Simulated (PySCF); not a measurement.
This PySCF input asks for the NMR shieldings of the Chloronium Ion, [ClH$_{2}$]+; the geometry comes from PBE0-D3(BJ)/def2-TZVP.

```python
import basis_set_exchange as bse
import numpy as np
from pyscf import gto, dft
from pyscf.prop import nmr

atoms = """
Cl   -0.411963    0.092614   -0.278663
H    -1.360430   -0.810889   -0.302934
H     0.564550   -0.780824   -0.302276
"""
names = dict.fromkeys(["Cl", "H"], "pcSseg-2")
basis = {el: gto.basis.parse(bse.get_basis(n, elements=[el], fmt="nwchem")) for el, n in names.items()}
mol = gto.M(atom=atoms, basis=basis, charge=1, verbose=0)
mf = dft.RKS(mol, xc="HYB_GGA_XC_B97_2")
mf.grids.level = 2
mf.grids.alignment = dft.numint.BLKSIZE   # the property module wants whole blocks of grid points
mf.conv_tol = 1e-9
mf.kernel()

calc = nmr.RKS(mf)   # GIAO
C = mf.mo_coeff
Co = C[:, mf.mo_occ > 0]
resp = mf.gen_response(singlet=True, hermi=2)
def vind(x):   # induced exchange potential for any number of trial vectors
    d = np.einsum("pi,xij,qj->xpq", C, 2 * x.reshape(-1, C.shape[1], Co.shape[1]), Co, optimize=True)
    return np.einsum("xpq,pi,qj->xij", resp(d - d.transpose(0, 2, 1)), C, Co, optimize=True).ravel()
mo1, _ = nmr.rhf.solve_mo1(calc, with_cphf=vind)
sigma = calc.kernel(mo1)
for i, s in enumerate(sigma):   # ppm
    print("%2d %-2s %9.2f" % (i, mol.atom_pure_symbol(i), np.trace(s) / 3))
```

Q: Give the expected output.

A: 
```
 0 Cl    785.84
 1 H      24.32
 2 H      24.32
```

These numbers come from an equivalent density-fitted implementation of the same equations, which agrees with the script to about 0.01 ppm for H and up to a few tenths of a ppm for heavy atoms, so last digits may differ.

Q: Turn these shieldings into chemical shifts. Chemical shifts δ = σref − σ; 35Cl (σref 941.52) vs HCl; TMS for 1H (σref 31.64), all at this level.

A: Averaging equivalent atoms: Cl 0: 156; H 1/2: 7.32 ppm. 

Size and cost of the density-fitted run: 71 basis functions, 1.5 s wall time on 1 thread of an Intel Xeon Platinum 8175M, shared host; peak memory 0.31 GiB.
